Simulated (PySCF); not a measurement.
Deuteron quadrupole couplings in N-methylacetamide

Compound: N-methylacetamide, C₃H₇NO.
SMILES with atom numbers: `[CH3:1][NH:2][C:3]([CH3:4])=[O:5]` (hydrogens: H6, H7, H8 on C1; H9 on N2; H10, H11, H12 on C4)

Cartesian coordinates in Å at the PBE0-D3(BJ)/def2-SVP level; atoms count from 1:
```
atom  x, y, z in Å
C1     1.866    0.091    0.306
N2     0.531   -0.397    0.079
C3    -0.525    0.459    0.050
C4    -1.872   -0.173   -0.229
O5    -0.386    1.655    0.214
H6     2.134    0.863   -0.432
H7     1.966    0.547    1.304
H8     2.578   -0.741    0.225
H9     0.375   -1.386   -0.046
H10   -2.624    0.317    0.404
H11   -1.897   -1.258   -0.056
H12   -2.146    0.024   -1.276
```

Level: PBE0/pcSseg-1 (PySCF, non-relativistic); Q(2H) = 0.00286 b; rigid geometry, the same for H and D, with no vibrational averaging.

Question: Rank these positions by the coupling χzz of a deuteron there, largest first.
A. H9 (amide N–H hydrogen)
B. H8 (methyl hydrogen)
C. H6 (methyl hydrogen)

Answer: A (273 kHz), B (196 kHz), C (191 kHz).

Question: Tabulate Vzz, the asymmetry η and χzz = 234.96 MHz × Q × Vzz for every hydrogen position.

Answer: 
```csv
atom,bonded to,bond length (Å),Vzz (au),η,χzz (kHz)
H6,C1,1.101,0.2836,0.08,191
H7,C1,1.102,0.2824,0.07,190
H8,C1,1.098,0.2918,0.08,196
H9,N2,1.009,0.4062,0.21,273
H10,C4,1.098,0.2944,0.02,198
H11,C4,1.099,0.2932,0.05,197
H12,C4,1.101,0.2911,0.02,196
```

Question: Average by the element that carries the hydrogen.

Answer: on C: 194 kHz over 6 positions, mean bond length 1.100 Å; on N: 273 kHz over 1 position, mean bond length 1.009 Å.

Question: A static deuteron (I = 1) shows a doublet split by (3/2)χ, (3/4)χ(1 + η) and (3/4)χ(1 − η) with the field along z, y and x of the gradient. What are these for H8?

Answer: With |χ| = 196.1 kHz and η = 0.081: 294, 159 and 135 kHz, to first order and without motion.

One conformer (not necessarily the lowest) at the PBE0-D3(BJ)/def2-SVP geometry, without solvent, vibrations or thermal averaging. With so small a basis the couplings can be 20 % off.

These values come from a run that also computed NMR shieldings. Hardware: an x86-64 server with one thread, no GPU, shared host. Cost: 7.2 s wall.
